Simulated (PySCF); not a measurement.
Molecule: SMILES C=CCl, C₂H₃Cl.

Atoms are numbered as in `[CH2:1]=[CH:2][Cl:3]`; H(Xn) means a hydrogen on atom n. Ha(C1) is cis to Cl3; Hb(C1) is trans to Cl3.

Geometry PBE0-D3(BJ)/def2-SVP throughout; GIAO in PySCF 2.14.0 with density-fitted response routines, gas phase, one conformer, non-relativistic; equivalent atoms averaged; basis pcSseg-2.

Question: How do the absolute shieldings σ depend on the functional? (ppm; last column core-seconds on shared hosts with different chips, so compare them loosely; the GGAs took longer than the global hybrids here, which isn't the general rule, and the cause wasn't traced)

Answer: 
```tsv
functional	kind	C2	C1	Cl3	H(C2)	Ha(C1)	Hb(C1)	core-s
HF	Hartree–Fock	49.8	64.0	795.9	25.20	25.89	26.11	2.7
LDA	LDA	30.9	50.5	650.0	24.08	25.03	25.21	6.4
PBE	GGA	35.6	54.9	669.2	24.55	25.54	25.70	7.6
BLYP	GGA	30.4	51.6	655.1	24.76	25.80	25.99	7.5
BP86	GGA	35.6	55.0	669.4	24.63	25.62	25.76	7.6
OPBE	GGA	46.1	63.5	697.1	24.58	25.56	25.64	8.2
KT2	GGA	47.1	65.2	696.7	24.67	25.70	25.87	8.3
KT3	GGA	47.5	65.7	699.8	24.85	25.89	26.03	7.8
B97-D	GGA	39.2	58.9	678.5	24.82	25.84	25.99	7.9
B3LYP	global hybrid	33.6	53.0	688.7	24.81	25.74	25.93	5
PBE0	global hybrid	39.5	56.8	709.9	24.66	25.53	25.69	5.8
mPW1PW91	global hybrid	38.7	56.1	708.4	24.72	25.59	25.75	5.8
WP04	global hybrid	26.5	45.7	679.0	25.28	26.16	26.26	4.5
B97-2	global hybrid	41.7	59.2	711.7	24.81	25.71	25.86	4.3
BHandHLYP	global hybrid	38.9	56.0	732.1	24.91	25.73	25.93	4.2
CAM-B3LYP	range-separated hybrid	35.4	52.8	708.5	24.76	25.58	25.80	5.7
wB97X-D	range-separated hybrid	38.8	55.5	718.1	24.81	25.60	25.78	6.3
LC-wPBE	range-separated hybrid	40.4	54.1	737.9	24.78	25.44	25.62	7.9
```

Question: Which nucleus moves most, in ppm?

Answer: Cl3 (chlorine bonded to C): from 650.0 ppm with LDA to 795.9 ppm with HF. The smallest spread is 1.06 ppm, at Hb(C1). Proton shifts span only some 12 ppm, so a few tenths of a ppm matter as much there as several ppm in carbon.
